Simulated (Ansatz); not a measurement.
Mulliken charges of CH3BF, SMILES `C[B]F` radical from PBE/def2-TZVPP in Ansatz (PBE0-D4/def2-TZVP geometry).

```
atom   x (Å)   y (Å)   z (Å)  charge (e)
  C1  -0.304   0.311  -0.174      -0.282
  B2   0.287  -1.068   0.236       0.103
  F3   1.487  -1.229   0.739      -0.161
  H4  -1.224   0.496   0.389       0.119
  H5   0.393   1.139  -0.010       0.102
  H6  -0.598   0.288  -1.227       0.119
```

**Question.** By hand: the dipole of these point charges (1 e Å = 4.8032 D).

**Answer.** Σ q r = (-0.301, 0.210, -0.146) e Å, of length 0.395 e Å = 1.90 D.

**Question.** How does the dipole of the full density compare? (An estimate is asked.)

**Answer.** Ansatz gave: (-0.113, 0.262, -0.078) e Å, 1.42 D; the point charges give 1.34 times that, at 31° from its direction.

Point charges leave out the atoms' own dipoles, such as those of lone pairs, and Mulliken's split depends on the basis, so the two needn't agree.
